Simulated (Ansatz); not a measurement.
The same path of C$_{2}$H$_{6}$N (9 atoms, charge 0, multiplicity 2) was run twice with different band settings. Lost on the way: C1–H4. Made: N3–H4.

Level of theory: Ansatz 0.2.0, UKS PBE0-D4/def2-SVP.

Relaxed end points:

```xyz
9
Properties=species:S:1:pos:R:3
C -0.556 0.654 -0.584
C 0.397 -0.326 0.074
N 0.042 -0.606 1.430
H -1.581 0.255 -0.577
H -0.269 0.855 -1.627
H -0.565 1.608 -0.036
H 1.440 0.059 0.026
H 0.440 -1.273 -0.510
H 0.741 -1.273 1.787
```

```xyz
9
Properties=species:S:1:pos:R:3
C -0.191 0.923 -0.842
C 0.394 -0.228 -0.114
N -0.281 -0.455 1.150
H -1.241 -0.753 0.984
H -0.017 1.054 -1.913
H -0.633 1.743 -0.271
H 1.462 -0.014 0.112
H 0.425 -1.111 -0.793
H 0.171 -1.205 1.670
```

Common settings: spring 5.0 eV/Å²; optimiser quadratic models (default); start path through a guess of the saddle point; force threshold 0.05 eV/Å; iteration limit 60; end points relaxed.

| run | movable images | climbing image |
| --- | --- | --- |
| 1 | 5 | yes |
| 2 | 6 | no |

**Question.** What does each run give, and how far can it be trusted?

**Answer.** Run 1: converged after 28 iterations, highest image 1.596 eV above the first end. The profile has 3 maxima (images 1, 3, 5) with wells between them (images 2, 4): this band takes more than one step, which may be the mechanism or a detour left from its start path. Neighbouring images differ by up to 1.5 eV, so the band resolves the path poorly. A vibrational analysis at the climbing image gives one clearly imaginary mode, 2016i cm⁻¹: a first-order saddle point.
Run 2: converged after 35 iterations, highest image 0.225 eV above the first end. The profile has 3 maxima (images 1, 4, 6) with wells between them (images 2, 5): this band takes more than one step, which may be the mechanism or a detour left from its start path. No image climbed, so the highest image needn't sit at the top of the path.
